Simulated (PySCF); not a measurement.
Magnetic susceptibility: SMILES [LiH], HLi

Geometry:
```csv
atom,x (Å),y (Å),z (Å)
Li1,0.800,-0.003,-0.003
H2,-0.798,0.004,-0.011
```

Method used: GIAO B3LYP/def2-QZVP magnetisability, rotational g tensor and spin-rotation constants, non-relativistic, gas phase in PySCF. Geometry: PBE0-D3(BJ)/def2-SVP.

(1) What are the magnetisability and the molar susceptibility?

(2) Split it along the inertial axes a, b, c into diamagnetic and paramagnetic parts about the centre of mass, with the quadrupole moment.

(3) And the rotational g tensor?

Results:

(1) Isotropic -132 × 10⁻³⁰ J/T², or -7.9 × 10⁻⁶ cm³/mol; principal values -161, -117, -117 × 10⁻³⁰ J/T², anisotropy 44 × 10⁻³⁰ J/T² (root of half the summed squared differences of the principal values). The susceptibility is in cgs units.

(2) 
| axis | χ (10⁻⁶ cm³/mol) | diamagnetic (10⁻⁶ cm³/mol) | paramagnetic (10⁻⁶ cm³/mol) | summed x² of all electrons (Å²) | quadrupole Θ (D Å) |
| --- | --- | --- | --- | --- | --- |
| a | -9.7 | -9.7 | 0.0 | 4.0 | -3.94 |
| b | -7.0 | -22.0 | 14.9 | 1.1 | +1.97 |
| c | -7.0 | -22.0 | 14.9 | 1.1 | +1.97 |

Anisotropies 2χaa − χbb − χcc = -5.3 and 2χbb − χaa − χcc = +2.7 × 10⁻⁶ cm³/mol. Θ is traceless in Buckingham's convention.

(3) 
```csv
axis,rotational constant (GHz),g,nuclear part,electronic part
b,224.6376,-0.6485,0.9280,-1.5765
c,224.6376,-0.6485,0.9280,-1.5765
```
Linear; isotopes 1H, 7Li; no vibrational averaging.
